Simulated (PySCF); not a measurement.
**Choosing a basis for TDDFT**

Compound: nitrosyl chloride, ClNO.
InChI=1S/ClNO/c1-2-3

TDDFT with PBE0 (PySCF), vertical singlets, core orbitals frozen in the response, spherical d and f functions. Geometry: PBE0-D3(BJ)/def2-SVP; no solvent, vibrations or thermal averaging.

```json
{"basis": "def2-SVP", "functions": "46", "diffuse": "no", "S1 (eV)": "2.70", "S2 (eV)": "3.52", "S3 (eV)": "3.94", "S4 (eV)": "5.02", "S5 (eV)": "5.17", "LUMO (eV)": "-3.57", "α (au)": "21.8"}
{"basis": "6-31+G*", "functions": "58", "diffuse": "yes", "S1 (eV)": "2.77", "S2 (eV)": "3.57", "S3 (eV)": "3.95", "S4 (eV)": "4.94", "S5 (eV)": "5.08", "LUMO (eV)": "-3.87", "α (au)": "27.8"}
{"basis": "aug-cc-pVDZ", "functions": "73", "diffuse": "yes", "S1 (eV)": "2.79", "S2 (eV)": "3.60", "S3 (eV)": "3.98", "S4 (eV)": "4.97", "S5 (eV)": "5.11", "LUMO (eV)": "-3.79", "α (au)": "32.1"}
{"basis": "def2-TZVP", "functions": "99", "diffuse": "no", "S1 (eV)": "2.76", "S2 (eV)": "3.63", "S3 (eV)": "4.00", "S4 (eV)": "5.02", "S5 (eV)": "5.15", "LUMO (eV)": "-3.70", "α (au)": "27.0"}
{"basis": "def2-TZVPD", "functions": "123", "diffuse": "yes", "S1 (eV)": "2.77", "S2 (eV)": "3.64", "S3 (eV)": "4.00", "S4 (eV)": "4.97", "S5 (eV)": "5.11", "LUMO (eV)": "-3.75", "α (au)": "33.3"}
{"basis": "aug-cc-pVTZ", "functions": "142", "diffuse": "yes", "S1 (eV)": "2.77", "S2 (eV)": "3.64", "S3 (eV)": "4.00", "S4 (eV)": "4.99", "S5 (eV)": "5.13", "LUMO (eV)": "-3.76", "α (au)": "33.1"}
```

Q: How much do these states and the polarisability depend on the basis?

A: States are compared by their number. Against the largest diffuse basis here (aug-cc-pVTZ, itself not a converged limit), sets without diffuse functions differ by up to 0.07 eV in S1 and 0.04 eV in S5; the smaller diffuse sets differ by up to 0.02 and 0.05 eV. State by state, the largest deviation of a set without diffuse functions is S1 0.07, S2 0.12, S3 0.06, S4 0.02, S5 0.04 eV. The same number needn't mean the same state in each row. Against aug-cc-pVTZ the polarisability deviates by -34% in def2-SVP, -16% in 6-31+G*, -3% in aug-cc-pVDZ, -18% in def2-TZVP, +1% in def2-TZVPD.
